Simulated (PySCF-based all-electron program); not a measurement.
SiH₂, triplet: all-electron forces

All-electron Kohn–Sham DFT on the free molecule, computed near the basis limit with an in-house program on PySCF integrals; the spin-free Dirac equation, no spin–orbit coupling, spin-unrestricted, lowest state found (another of this spin can lie close). Forces are good to about 0.004 eV/Å. Atoms are numbered as listed.

Shape A:

| atom | x (Å) | y (Å) | z (Å) |
| --- | --- | --- | --- |
| Si | 0.0273 | -0.0617 | 0.0101 |
| H | -0.0409 | -0.0758 | 1.4235 |
| H | 1.2897 | 0.0229 | -0.7093 |

PBE forces:

| atom | Fx | Fy | Fz (eV/Å) |
| --- | --- | --- | --- |
| Si1 | -0.675 | -0.033 | -1.313 |
| H2 | 0.032 | -0.009 | 1.560 |
| H3 | 0.643 | 0.042 | -0.246 |

(1) What forces does r2SCAN give in shape A?

Shape B:

```tsv
atom	x (Å)	y (Å)	z (Å)
Si	-0.3511	0.0000	-0.2052
H	-0.4597	0.0000	1.1661
H	0.8107	0.0000	-0.9609
```

Against shape A, Si1–H2 goes from 1.415 to 1.376 Å, Si1–H3 goes from 1.455 to 1.386 Å.

PBE forces:

```json
{"atom": "Si1", "Fx": "-2.097", "Fy": "0.000", "Fz (eV/Å)": "-1.544"}
{"atom": "H2", "Fx": "0.069", "Fy": "0.000", "Fz (eV/Å)": "2.545"}
{"atom": "H3", "Fx": "2.028", "Fy": "0.000", "Fz (eV/Å)": "-1.000"}
```

(2) What forces does r2SCAN give in shape B?

Shape C:

| atom | x (Å) | y (Å) | z (Å) |
| --- | --- | --- | --- |
| Si | 0.0000 | 0.0000 | 0.0000 |
| H | 0.0000 | 0.0000 | 1.3455 |
| H | 1.3151 | 0.0000 | -0.7111 |

Against shape A, Si1–H2 goes from 1.415 to 1.345 Å, Si1–H3 goes from 1.455 to 1.495 Å.

PBE forces:

```
atom      Fx     Fy  Fz (eV/Å)
 Si1   0.083  0.000     -3.470
  H2  -0.042  0.000      3.490
  H3  -0.042  0.000     -0.021
```

(3) What forces does r2SCAN give in shape C?

Results:

(1) The forces move by 0.196 eV/Å (r.m.s. over the atoms) from PBE.

```json
{"atom": "Si1", "Fx": "-0.528", "Fy": "-0.025", "Fz (eV/Å)": "-1.228"}
{"atom": "H2", "Fx": "0.059", "Fy": "-0.006", "Fz (eV/Å)": "1.355"}
{"atom": "H3", "Fx": "0.469", "Fy": "0.030", "Fz (eV/Å)": "-0.128"}
```

(2) The forces move by 0.171 eV/Å (r.m.s. over the atoms) from PBE.

```
atom      Fx     Fy  Fz (eV/Å)
 Si1  -1.997  0.000     -1.487
  H2   0.113  0.000      2.358
  H3   1.884  0.000     -0.872
```

(3) The forces move by 0.200 eV/Å (r.m.s. over the atoms) from PBE.

```
atom      Fx     Fy  Fz (eV/Å)
 Si1   0.256  0.000     -3.388
  H2  -0.031  0.000      3.298
  H3  -0.225  0.000      0.090
```
